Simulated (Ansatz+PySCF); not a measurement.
Values are calculated unless marked as measured or tabulated.
## PySCF 2.14.0 run

```python
from pyscf import gto, scf, cc

mol = gto.M(atom="""
Cl 0.000000 0.000000 0.000000
H 1.560610 0.000000 1.309500
H -2.208170 0.000000 1.852870
""", basis='6-31g', charge=0, spin=1)
mf = scf.UHF(mol)
mf.kernel()
mycc = cc.CCSD(mf, frozen=5).run()
et = mycc.ccsd_t()
print(mf.e_tot, mycc.e_corr, et, mycc.e_tot + et)
```

The script is written out from the run's settings.

Output:

- Converged: yes
- Reference energy: -460.42856 hartree
- CCSD correlation energy: -0.09030 hartree
- Triples correction: -0.00119 hartree
- Total energy: -460.52006 hartree
- Spin squared of the determinant: 0.750

This is not the lowest solution: another run reaches a determinant 0.68 eV lower. Caution: bonds are stretched, where a single reference can fail.
